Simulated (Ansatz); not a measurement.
Results of r²SCAN (Ansatz, a program for electronic structure, PAW) for hcp Y.

Settings: plane-wave cutoff 500 eV, 24×24×14 k mesh (along the axes of the cell as run), Fermi–Dirac smearing 0.1 eV, scalar-relativistic PAW data made under PBE.

Computed at the level's own relaxed cell.

Problem. Predict the volume per atom, equilibrium lattice constant a and lattice parameter c.

Solution. 
* **volume per atom**: 33.57 Å³/atom
* **equilibrium lattice constant a**: 3.680 Å
* **lattice parameter c**: 5.724 Å

Measured, for comparison: lattice constant a 3.648 Å, lattice parameter c 5.732 Å (293 K, no zero-point or thermal correction; as tabulated in Wikipedia's data pages). Computed (rounded) less measured: lattice constant a +0.9 %, lattice parameter c -0.1 %.

Computed values are for the static lattice.
